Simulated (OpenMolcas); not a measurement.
# A workflow on CH2BN (SMILES BC#N)

Aim: a single-point energy (HF/ANO-RCC-MB), then a single-point energy (CASSCF(2,2)/ANO-RCC-VDZP), then the energy along one coordinate (CASPT2(2,2)/ANO-RCC-VDZP), then the energy along one coordinate (SC-NEVPT2(2,2)/ANO-RCC-VDZP), then the energy along one coordinate (MC-PDFT[tPBE](2,2)/ANO-RCC-VDZP) of CH2BN. 

The results are computed with OpenMolcas 26.06.

## 1. The system as given

CH2BN: 5 atoms, total charge 0, spin state singlet. SMILES: `BC#N`. The coordinates come from a PBE0-D4/def2-TZVP relaxation.

Bond lengths: B1–C2 1.522 Å, C2–N3 1.154 Å, B1–H4 1.189 Å, B1–H5 1.189 Å. Angles: B1–C2–N3 180.0°, C2–B1–H4 118.9°, C2–B1–H5 118.9°, H4–B1–H5 122.2°.

## 2. The energy at HF/ANO-RCC-MB (DKH2) (run 1)

The input, mol.xyz:

```xyz
5

B     -0.219200     0.441300    -0.341900
C      0.352700    -0.696700     0.490700
N      0.786500    -1.559600     1.122200
H     -0.744300     0.187400    -1.377600
H     -0.125900     1.554000     0.065300
```

The input, step1.inp:

```
* CH2BN Hartree-Fock
&GATEWAY
Coord
mol.xyz
Basis
ANO-RCC-MB
Group
NoSym
&SEWARD
&SCF
PrOrbitals
0
&LOCALISATION
Occupied
Freeze
Pipek-Mezey
&LOCALISATION
FileOrb
$Project.LocOrb
Virtual
Pipek-Mezey
```

Command:

```bash
$ export MOLCAS_MEM=1860
$ pymolcas step1.inp > step1.log
```

What it wrote:

```text
--- Start Module: gateway ---
[...]
--- Stop Module: gateway /rc=_RC_ALL_IS_WELL_ ---
[...]
      Basis functions           17
[...]
       Convergence after  10 Iterations
[...]
::    Total SCF energy                               -118.0362989618
[...]
      Total spin, S                                     0.0000000000
[...]
      Total electronic charge=   20.000000
      Total            charge=   -0.000000
[...]
      Dipole Moment (debye):
      Origin of the operator (angstrom)=    0.3063   -0.6043    0.4232
                   X= -8.0600E-01               Y=  1.6037E+00               Z= -1.1735E+00           Total=  2.1444E+00
      Quadrupole Moment (debye*angstrom):
[...]
--- Start Module: localisation ---
[...]
--- Stop Module: localisation /rc=_RC_ALL_IS_WELL_ ---
--- Start Module: localisation ---
[...]
--- Stop Module: localisation /rc=_RC_ALL_IS_WELL_ ---
[...]
```

It took 1.6 s on 1 thread of Intel Xeon 6975P-C (Granite Rapids), shared host; peak memory 0.37 GiB.

## 3. The energy at CASSCF(2,2)/ANO-RCC-VDZP (DKH2) (run 2)

mol.xyz is that of step 2.

The input, step2.input:

```
* CH2BN CASSCF
>>> EXPORT MOLCAS_PRINT=2

&GATEWAY
 Coord=mol.xyz
 Basis=ANO-RCC-MB
 Group=NoSym

&SEWARD

&RASSCF
 FileOrb=$CurrDir/step1.LocOrb
 Alter=2
 1 5 10
 1 11 14
 Spin=1
 Nactel=2 0 0
 Inactive=9
 Ras2=2
 OrbListing=Nothing
>>> COPY $Project.RunFile RUNFIL1
>>> COPY $Project.RasOrb INPORB

&GATEWAY
 Coord=mol.xyz
 Basis=ANO-RCC-VDZP
 Group=NoSym

&SEWARD
>>> COPY $Project.RunFile RUNFIL2

&EXPBAS

&RASSCF
 FileOrb=$Project.ExpOrb
 Spin=1
 Nactel=2 0 0
 Inactive=9
 Ras2=2
 OrbListing=Nothing
```

Command:

```bash
$ export MOLCAS_MEM=1860
$ pymolcas step2.input > step2.log
```

What it wrote:

```text
--- Start Module: gateway ---
[...]
--- Stop Module: gateway /rc=_RC_ALL_IS_WELL_ ---
[...]
      Basis functions           17
[...]
      Number of active orbitals                  2
[...]
      Spin quantum number                      0.0
[...]
      Active orbitals                            2
[...]
      Number of CSFs                             3
[...]
      Number of root(s) required                 1
[...]
      Convergence after  8 iterations
[...]
      printout of CI-coefficients larger than  0.05 for root  1
      energy=    -118.044699
      conf/sym  11     Coeff  Weight
             1  20   0.99765 0.99530
             3  02  -0.06853 0.00470
      Natural orbitals and occupation numbers for root  1
      sym 1:   1.990609   0.009391
      ************************************************************************************************************************
      *                                                    Final results                                                     *
[...]
::    RASSCF root number  1 Total energy:   -118.04469929
[...]
      Basis functions           52
[...]
--- Start Module: expbas ---
[...]
--- Stop Module: expbas /rc=_RC_ALL_IS_WELL_ ---
--- Start Module: rasscf ---
[...]
      Convergence after 12 iterations
[...]
      Natural orbitals and occupation numbers for root  1
      sym 1:   1.990300   0.009700
      ************************************************************************************************************************
      *                                                    Final results                                                     *
[...]
::    RASSCF root number  1 Total energy:   -118.24292487
[...]
      Total electronic charge=   20.000000
      Total            charge=   -0.000000
[...]
      Dipole Moment (debye):
      Origin of the operator (angstrom)=    0.3063   -0.6043    0.4232
                   X= -1.1376E+00               Y=  2.2636E+00               Z= -1.6563E+00           Total=  3.0268E+00
      Quadrupole Moment (debye*angstrom):
[...]
--- Stop Module: rasscf /rc=_RC_ALL_IS_WELL_ ---
[...]
```

Run time: 4.5 s. Hardware: 1 thread of Intel Xeon 6975P-C (Granite Rapids), shared host; peak memory 0.39 GiB.

## 4. An energy scan at CASPT2(2,2)/ANO-RCC-VDZP (DKH2, ipea shift 0.25 Eh, pt2 variant SS) (run 3)

The input, step3.input:

```
>>> COPY $CurrDir/step2.RasOrb $Project.RasOrb
>>> ForEach K in (1, 2, 3, 4, 5, 6, 7, 8, 9)

&GATEWAY
  Coord=$CurrDir/point$K.xyz
  Basis=ANO-RCC-VDZP
  Group=NoSym

&SEWARD

&RASSCF
  FileOrb=$Project.RasOrb
  Spin=1
  Nactel=2 0 0
  Inactive=9
  Ras2=2
  OrbListing=Nothing

&CASPT2
  Imaginary=0.2
  Frozen=3
>>> EndDo
```

Command:

```bash
$ export MOLCAS_MEM=1860
$ pymolcas step3.input > step3.log
```

What it wrote:

```text
[...]
      Basis functions           52
[...]
      Number of active orbitals                  2
[...]
      Spin quantum number                      0.0
[...]
      Active orbitals                            2
[...]
      Number of CSFs                             3
[...]
      Number of root(s) required                 1
[...]
      Convergence after 13 iterations
[...]
      Natural orbitals and occupation numbers for root  1
      sym 1:   1.994014   0.005986
      ************************************************************************************************************************
      *                                                    Final results                                                     *
[...]
::    RASSCF root number  1 Total energy:   -118.22040355
[...]
::    CASPT2 Root  1     Total energy:   -118.58204883
[...]
      Convergence after 14 iterations
[...]
      Natural orbitals and occupation numbers for root  1
      sym 1:   1.990290   0.009710
      ************************************************************************************************************************
      *                                                    Final results                                                     *
[...]
      Convergence after 12 iterations
[...]
      Natural orbitals and occupation numbers for root  1
      sym 1:   1.901631   0.098369
      ************************************************************************************************************************
      *                                                    Final results                                                     *
[...]
      Convergence after 12 iterations
[...]
      Natural orbitals and occupation numbers for root  1
      sym 1:   1.790938   0.209062
      ************************************************************************************************************************
      *                                                    Final results                                                     *
[...]
      Convergence after 14 iterations
[...]
      Natural orbitals and occupation numbers for root  1
      sym 1:   1.463175   0.536825
      ************************************************************************************************************************
      *                                                    Final results                                                     *
[...]
::    RASSCF root number  1 Total energy:   -118.03894326
[...]
::    CASPT2 Root  1     Total energy:   -118.38786244
[...]
      Convergence after  9 iterations
[...]
::    RASSCF root number  1 Total energy:   -118.03001022
[...]
::    CASPT2 Root  1     Total energy:   -118.37740407
[...]
```

Run time: 29 s. Hardware: 1 thread of Intel Xeon 6975P-C (Granite Rapids), shared host; peak memory 0.39 GiB.

The scan, from its lowest point:

```csv
C2–B1 (Å),energy (kJ/mol)
1.369,50.5
1.522,0.0
1.674,18.4
1.902,98.1
2.206,225.2
2.587,364.1
3.043,481.2
3.652,560.3
4.565,587.8
```

## 5. An energy scan at SC-NEVPT2(2,2)/ANO-RCC-VDZP (DKH2, pt2 variant SC-NEVPT2) (run 4)

The input, step4.input:

```
>>> COPY $CurrDir/step2.RasOrb $Project.RasOrb
>>> ForEach K in (1, 2, 3, 4, 5, 6, 7, 8, 9)

&GATEWAY
  Coord
  $CurrDir/point$K.xyz
  Basis
  ANO-RCC-VDZP
  Group
  NoSym

&SEWARD

&RASSCF
  FileOrb
  $Project.RasOrb
  Spin
  1
  Nactel
  2 0 0
  Inactive
  9
  Ras2
  2
  OrbListing
  Nothing

&CASPT2
  SC-NEVPT2
  Frozen
  3
>>> EndDo
```

Command:

```bash
$ export MOLCAS_MEM=1860
$ pymolcas step4.input > step4.log
```

What it wrote:

```text
[...]
      Basis functions           52
[...]
      Number of active orbitals                  2
[...]
      Spin quantum number                      0.0
[...]
      Active orbitals                            2
[...]
      Number of CSFs                             3
[...]
      Number of root(s) required                 1
[...]
      Convergence after 13 iterations
[...]
      printout of CI-coefficients larger than  0.05 for root  1
      energy=    -118.220404
      conf/sym  11     Coeff  Weight
             1  20   0.99850 0.99701
             3  02  -0.05471 0.00299
      Natural orbitals and occupation numbers for root  1
      sym 1:   1.994014   0.005986
      ************************************************************************************************************************
      *                                                    Final results                                                     *
[...]
::    RASSCF root number  1 Total energy:   -118.22040355
[...]
      E2 (Variational):          -0.3581679031
[...]
::    SC-NEVPT2 Root  1     Total energy:   -118.57852029
[...]
      Convergence after 14 iterations
[...]
      Natural orbitals and occupation numbers for root  1
      sym 1:   1.990290   0.009710
      ************************************************************************************************************************
      *                                                    Final results                                                     *
[...]
      Convergence after 12 iterations
[...]
      Natural orbitals and occupation numbers for root  1
      sym 1:   1.901631   0.098369
      ************************************************************************************************************************
      *                                                    Final results                                                     *
[...]
      Convergence after 12 iterations
[...]
      Natural orbitals and occupation numbers for root  1
      sym 1:   1.790938   0.209062
      ************************************************************************************************************************
      *                                                    Final results                                                     *
[...]
      Convergence after 14 iterations
[...]
::    RASSCF root number  1 Total energy:   -118.03894326
[...]
::    SC-NEVPT2 Root  1     Total energy:   -118.38333626
[...]
      Convergence after  9 iterations
[...]
::    RASSCF root number  1 Total energy:   -118.03001022
[...]
      E2 (Variational):          -0.3426901720
[...]
      Reference weight:           0.87401
[...]
::    SC-NEVPT2 Root  1     Total energy:   -118.37270039
[...]
```

Wall time 28 s (1 thread of Intel Xeon 6975P-C (Granite Rapids), shared host); peak memory 0.39 GiB.

The scan, from its lowest point:

```csv
C2–B1 (Å),energy (kJ/mol)
1.369,51.1
1.522,0.0
1.674,17.1
1.902,95.0
2.206,220.8
2.587,359.8
3.043,479.3
3.652,563.6
4.565,591.5
```

## 6. An energy scan at MC-PDFT[tPBE](2,2)/ANO-RCC-VDZP (DKH2) (run 5)

The input, step5.inp:

```
>>> EXPORT MOLCAS_PRINT=2
>>> COPY $CurrDir/step2.RasOrb $Project.RasOrb
>>> ForEach K in (1, 2, 3, 4, 5, 6, 7, 8, 9)

&gateway
  coord=$CurrDir/point$K.xyz
  basis=ANO-RCC-VDZP
  group=NoSym

&seward

&rasscf
  fileorb=$Project.RasOrb
  spin=1
  nactel=2 0 0
  inactive=9
  ras2=2
  orblisting=Nothing

&mcpdft
  ksdft=T:PBE
>>> EndDo
```

Command:

```bash
$ export MOLCAS_MEM=1860
$ pymolcas step5.inp > step5.log
```

What it wrote:

```text
--- Start Module: gateway ---
[...]
      Basis functions           52
[...]
      Number of active orbitals                  2
[...]
      Spin quantum number                      0.0
[...]
      Active orbitals                            2
[...]
      Number of CSFs                             3
[...]
      Number of root(s) required                 1
[...]
      Convergence after 13 iterations
[...]
      printout of CI-coefficients larger than  0.05 for root  1
      energy=    -118.220404
      conf/sym  11     Coeff  Weight
             1  20   0.99850 0.99701
             3  02  -0.05471 0.00299
      Natural orbitals and occupation numbers for root  1
      sym 1:   1.994014   0.005986
      ************************************************************************************************************************
      *                                                    Final results                                                     *
[...]
::    RASSCF root number  1 Total energy:   -118.22040355
[...]
::    MCPDFT root number  1 Total energy:   -118.75838138
[...]
      Convergence after 14 iterations
[...]
      Natural orbitals and occupation numbers for root  1
      sym 1:   1.990290   0.009710
      ************************************************************************************************************************
      *                                                    Final results                                                     *
[...]
      Convergence after 12 iterations
[...]
      Natural orbitals and occupation numbers for root  1
      sym 1:   1.901631   0.098369
      ************************************************************************************************************************
      *                                                    Final results                                                     *
[...]
      Convergence after 12 iterations
[...]
      Natural orbitals and occupation numbers for root  1
      sym 1:   1.790938   0.209062
      ************************************************************************************************************************
      *                                                    Final results                                                     *
[...]
      Convergence after 14 iterations
[...]
::    RASSCF root number  1 Total energy:   -118.03894326
[...]
::    MCPDFT root number  1 Total energy:   -118.54995594
[...]
      Convergence after  9 iterations
[...]
::    RASSCF root number  1 Total energy:   -118.03001022
[...]
      Total electronic charge=   20.000000
      Total            charge=   -0.000000
[...]
::    MCPDFT root number  1 Total energy:   -118.53252985
[...]
```

Run time: 31 s. Hardware: 1 thread of Intel Xeon 6975P-C (Granite Rapids), shared host; peak memory 0.39 GiB.

The scan, from its lowest point:

```csv
C2–B1 (Å),energy (kJ/mol)
1.369,41.7
1.522,0.0
1.674,22.6
1.902,104.4
2.206,231.3
2.587,367.8
3.043,483.8
3.652,588.9
4.565,634.6
```

## 7. Summary of results

```
                                                         quantity          value
                               run 1, HF/ANO-RCC-MB: total energy  -118.03630 Eh
                              run 1, HF/ANO-RCC-MB: dipole moment         2.14 D
                                run 1, HF/ANO-RCC-MB: HOMO energy      -14.21 eV
                                run 1, HF/ANO-RCC-MB: LUMO energy       -0.19 eV
                              run 1, HF/ANO-RCC-MB: HOMO–LUMO gap       14.02 eV
                    run 2, CASSCF(2,2)/ANO-RCC-VDZP: total energy  -118.24292 Eh
  run 2, CASSCF(2,2)/ANO-RCC-VDZP: dipole moment (CASSCF density)         3.03 D
       run 3, CASPT2(2,2)/ANO-RCC-VDZP: lowest energy of the scan  -118.60128 Eh
    run 4, SC-NEVPT2(2,2)/ANO-RCC-VDZP: lowest energy of the scan  -118.59800 Eh
run 5, MC-PDFT[tPBE](2,2)/ANO-RCC-VDZP: lowest energy of the scan  -118.77425 Eh
```

In words: Mulliken charges (run 2, CASSCF(2,2)/ANO-RCC-VDZP) run from -0.08 on N3 to +0.11 on B1; they depend strongly on the basis.
